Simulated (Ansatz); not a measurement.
Relaxation of C$_{3}$H$_{5}$NO (10 atoms, charge 0, multiplicity 1), to a largest force component of 0.015 eV/Å in at most 40 steps.

Level of theory: RKS r2SCAN-D4/def2-SVP (Ansatz).

```xyz
10
Properties=species:S:1:pos:R:3
N -1.447 0.007 -0.159
C -0.202 -0.618 0.055
C 0.842 0.087 0.817
C 1.036 -0.007 -0.619
O 1.029 0.842 -1.483
H -1.345 1.060 -0.381
H -1.901 -0.310 -1.018
H -0.183 -1.681 0.093
H 0.683 1.086 1.275
H 1.571 -0.516 1.422
```

**Question.** Where does it end, and by what steps?

**Answer.** The forces met the threshold. The force dipped under the threshold on the way, but the program's further checks kept it going. After 15 steps the energy has fallen by 0.978 eV; O5 moved furthest, 0.45 Å.

| step | energy less start (eV) | largest force component (eV/Å) | accepted |
| --- | --- | --- | --- |
| 0 | 0.0000 | 3.651 | yes |
| 1 | -0.6745 | 1.749 | yes |
| 2 | -0.8865 | 1.311 | yes |
| 3 | -0.9246 | 1.475 | yes |
| 4 | -0.9600 | 0.203 | yes |
| 5 | -0.9672 | 0.186 | yes |
| 6 | -0.9706 | 0.201 | yes |
| 7 | -0.9721 | 0.113 | yes |
| 8 | -0.9744 | 0.139 | yes |
| 9 | -0.9724 | 0.184 | no |
| 10 | -0.9766 | 0.032 | yes |
| 11 | -0.9772 | 0.129 | yes |
| 12 | -0.9779 | 0.045 | yes |
| 13 | -0.9778 | 0.054 | no |
| 14 | -0.9781 | 0.014 | yes |
| 15 | -0.9782 | 0.011 | yes |

```xyz
10
Properties=species:S:1:pos:R:3
N -1.526 -0.014 -0.116
C -0.192 -0.550 -0.056
C 0.891 0.144 0.833
C 0.967 0.157 -0.641
O 1.441 0.707 -1.601
H -1.489 0.996 -0.269
H -2.012 -0.396 -0.929
H -0.167 -1.646 0.017
H 0.659 1.091 1.342
H 1.510 -0.540 1.424
```

Whether the end is a true minimum wasn't checked by a vibrational analysis.

Time of the run: 43 s on 2 threads of Arm Neoverse V2, on a shared host, peak memory 0.19 GiB.
